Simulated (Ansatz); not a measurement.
# H₂S with CH₄O: superposition error and deformation, part 3 of 3

Ansatz 0.2.0, Gaussian basis. Earlier steps stand in the parts before.

## 25. B97M-V/def2-TZVPPD

The inputs:

free-a/in.yaml

```yaml
crystal:
  periodic: [false, false, false]
  atoms:
    - {symbol: S, position_ang: [-0.271700, -0.475023, -2.658621]}
    - {symbol: H, position_ang: [-0.471621, 0.104143, -1.465446]}
    - {symbol: H, position_ang: [0.513009, 0.529717, -3.075935]}
basis:
  gaussian: {orbitals: "def2-TZVPPD.json"}
hamiltonian: {xc: {name: B97M-V}}
```

free-b/in.yaml

```yaml
crystal:
  periodic: [false, false, false]
  atoms:
    - {symbol: C, position_ang: [0.302365, -0.256748, 1.263885]}
    - {symbol: O, position_ang: [-0.450369, 0.682146, 0.531043]}
    - {symbol: H, position_ang: [1.138118, -0.559463, 0.632276]}
    - {symbol: H, position_ang: [-0.277565, -1.153824, 1.514254]}
    - {symbol: H, position_ang: [0.711238, 0.166324, 2.189951]}
    - {symbol: H, position_ang: [-1.193576, 0.962826, 1.068596]}
basis:
  gaussian: {orbitals: "def2-TZVPPD.json"}
hamiltonian: {xc: {name: B97M-V}}
```

The same command starts each run, in its folder.

Run with:

```sh
$ ansatz run in.yaml --threads 4 --pin off --events-out ev --progress --plain --max-ram 9574MiB
```

Output in free-a, shortened:

```text
Functional definition: B97M-V
  name "B97M-V"
  cite "Mardirossian & Head-Gordon, J. Chem. Phys. 142, 074111 (2015) doi:10.1063/1.4907719"
  cite "Becke, J. Chem. Phys. 107, 8554 (1997) doi:10.1063/1.475007"
  cite "Vydrov & Van Voorhis, J. Chem. Phys. 133, 244103 (2010) doi:10.1063/1.3521275"
  # Of w^i u^j: cxij and so on, Table III.
[...]
  gx(w, u) = cx00 + cx01*u + cx02*u^2 + (cx10 + cx11*u)*w
[...]
  gos(w, u) = cos00 + cos01*u + cos03*u^3 + cos10*w + cos32*w^3*u^2
[...]
      + integral(e_c_pw_mod_opposite_spin*gos(b97_w_opposite, b97_u_opposite)) + vv10(b, c)
436 factors; their error is unknown
[...]
mean field -10865.58997503 eV, -399.3030666209 hartree, gradient 3.7e-5 eV, S^2 0.000000; 0 other end points of the search recorded, 0 dependent functions left out
reference -10865.59004623 eV, -399.3030692376 hartree; 9, 9 occupied and 76, 76 virtual orbitals, 436 factors
Total energy: -10865.59004623 eV, -399.3030692376 hartree
```

Output in free-b, shortened:

```text
[... 5 set-up lines as earlier in the session ...]
  # Of w^i u^j: cxij and so on, Table III.
[...]
  gx(w, u) = cx00 + cx01*u + cx02*u^2 + (cx10 + cx11*u)*w
[...]
  gos(w, u) = cos00 + cos01*u + cos03*u^3 + cos10*w + cos32*w^3*u^2
[...]
      + integral(e_c_pw_mod_opposite_spin*gos(b97_w_opposite, b97_u_opposite)) + vv10(b, c)
594 factors; their error is unknown
[...]
mean field -3149.64677270 eV, -115.7473839895 hartree, gradient 2.2e-5 eV, S^2 0.000000; 0 other end points of the search recorded, 0 dependent functions left out
reference -3149.64682911 eV, -115.7473860625 hartree; 9, 9 occupied and 136, 136 virtual orbitals, 594 factors
Total energy: -3149.64682911 eV, -115.7473860625 hartree
```

They took 0.9 s (free-a), 2.2 s (free-b) on 4 threads of Arm Neoverse V1, shared host.

## 26. HSE06-D4/def2-TZVPPD

The same edit goes into each in.yaml of step 25 (free-a, free-b):

```diff
-hamiltonian: {xc: {name: B97M-V}}
+hamiltonian: {xc: hse06, dispersion: d4}
```

One command serves all of them, each in its own folder.

Run with:

```sh
$ ansatz run in.yaml --threads 4 --pin off --events-out ev --progress --plain --max-ram 9574MiB
```

Output in free-a, shortened:

```text
[... 6 set-up lines as earlier in the session ...]
[...]
474 factors; their error is unknown
41 factors; integrals over basis functions are off by at most 8.8e-5 eV
[...]
mean field -10864.30226319 eV, -399.2557440837 hartree, gradient 1.2e-5 eV, S^2 0.000000; 0 other end points of the search recorded, 0 dependent functions left out
reference -10864.30230958 eV, -399.2557457883 hartree; 9, 9 occupied and 76, 76 virtual orbitals, 474 factors
Total energy: -10864.31343131 eV, -399.2561545045 hartree
```

free-b printed, shortened:

```text
[... 6 set-up lines as earlier in the session ...]
[...]
594 factors; their error is unknown
68 factors; integrals over basis functions are off by at most 5.7e-6 eV
[...]
mean field -3146.60151122 eV, -115.6354726942 hartree, gradient 2.7e-5 eV, S^2 0.000000; 0 other end points of the search recorded, 0 dependent functions left out
reference -3146.60155099 eV, -115.6354741556 hartree; 9, 9 occupied and 136, 136 virtual orbitals, 594 factors
Total energy: -3146.63195257 eV, -115.6365913933 hartree
```

Times: 0.35 s (free-a), 0.75 s (free-b) on 4 threads of Arm Neoverse V1, shared host.

## 27. CCSD(T)/def2-TZVPPD

Each input of step 26 (free-a, free-b) changes in the same lines:

```diff
-hamiltonian: {xc: hse06, dispersion: d4}
+correlation: {method: ccsd_t}
```

One command serves all of them, each in its own folder.

Run with:

```sh
$ ansatz run in.yaml --threads 4 --pin off --events-out ev --progress --plain --max-ram 9574MiB
```

free-a printed, shortened:

```text
[... 4 set-up lines as earlier in the session ...]
[...]
470 factors; integrals over basis functions are off by at most 1.0e-3 eV
[...]
mean field -10849.41079825 eV, -398.7084928409 hartree, gradient 4.3e-6 eV, S^2 0.000000; 0 other end points of the search recorded, 0 dependent functions left out
5 core orbitals not correlated: weight in the atoms' cores, before any rotation towards them, 1.000 or more for the frozen orbitals, at most 0.000 for the correlated occupied ones
reference -10849.41079825 eV, -398.7084928409 hartree; 4, 4 occupied and 76, 76 virtual orbitals, 470 factors
second order -5.23510181 eV of doubles, -0.00000000 eV of singles
cycle   1  -5.71313674 eV  change   -4.8e-1 eV  update   4.9e-2
[...]
cycle   8  -5.89244065 eV  change    3.9e-6 eV  update   7.3e-6
perturbative correction -0.22659204 eV, -0.0083271038 hartree
Total energy: -10855.52983094 eV, -398.9333631447 hartree
```

Log of free-b, shortened:

```text
[... 4 set-up lines as earlier in the session ...]
[...]
829 factors; integrals over basis functions are off by at most 9.2e-4 eV
[...]
mean field -3131.92292584 eV, -115.0960446309 hartree, gradient 1.3e-6 eV, S^2 0.000000; 0 other end points of the search recorded, 0 dependent functions left out
2 core orbitals not correlated: weight in the atoms' cores, before any rotation towards them, 1.000 or more for the frozen orbitals, at most 0.000 for the correlated occupied ones
reference -3131.92292584 eV, -115.0960446309 hartree; 7, 7 occupied and 136, 136 virtual orbitals, 829 factors
second order -11.68358808 eV of doubles, -0.00000000 eV of singles
cycle   1  -11.87511435 eV  change   -1.9e-1 eV  update   6.5e-2
[...]
cycle   9  -12.18866960 eV  change   -3.4e-6 eV  update   9.5e-6
perturbative correction -0.40895959 eV, -0.0150289876 hartree
Total energy: -3144.52055503 eV, -115.5589989646 hartree
```

Times: 0.45 s (free-a), 5.5 s (free-b) on 4 threads of Arm Neoverse V1, shared host; peak memory 0.89 GiB.

## 28. The split

| method | interaction with counterpoise (meV) | without | superposition error | deformation | binding energy |
| --- | --- | --- | --- | --- | --- |
| PBE-D4 | -159 | -162 | 3 | -2 | -161 |
| revPBE-D4 | -133 | -136 | 3 | -3 | -136 |
| BLYP-D4 | -136 | -140 | 3 | -4 | -141 |
| r2SCAN-D4 | -144 | -146 | 2 | 1 | -143 |
| B97M-V | -137 | -139 | 2 | 2 | -135 |
| PBE0-D4 | -151 | -153 | 2 | 2 | -149 |
| B3LYP-D4 | -142 | -144 | 3 | -1 | -143 |
| HSE06-D4 | -151 | -153 | 2 | 2 | -149 |
| wB97X-V | -134 | -137 | 3 | 0 | -134 |
| wB97M-V | -130 | -133 | 3 | 1 | -129 |
| B2PLYP | -106 | -114 | 8 | 0 | -106 |
| Hartree-Fock | -32 | -34 | 2 | 3 | -29 |
| MP2 | -133 | -155 | 21 | 2 | -132 |
| CCSD | -104 | -124 | 20 | 1 | -103 |
| CCSD(T) | -120 | -142 | 22 | 0 | -120 |

## 29. What came out

What follows sums up all 3 parts.

| quantity | value |
| --- | --- |
| interaction, CCSD(T) | -120 meV |
| superposition error | 22 meV |
| deformation | 0 meV |
| binding energy | -120 meV |

What this shows: In this basis the superposition error is 22 meV for CCSD(T) and 3 meV on average for the plain functionals: correlated methods borrow far more, since they need many more functions to converge. Deformation takes back 0 % of the interaction. The free shapes are PBE0-D4 minima, so other methods can show a small negative deformation energy.
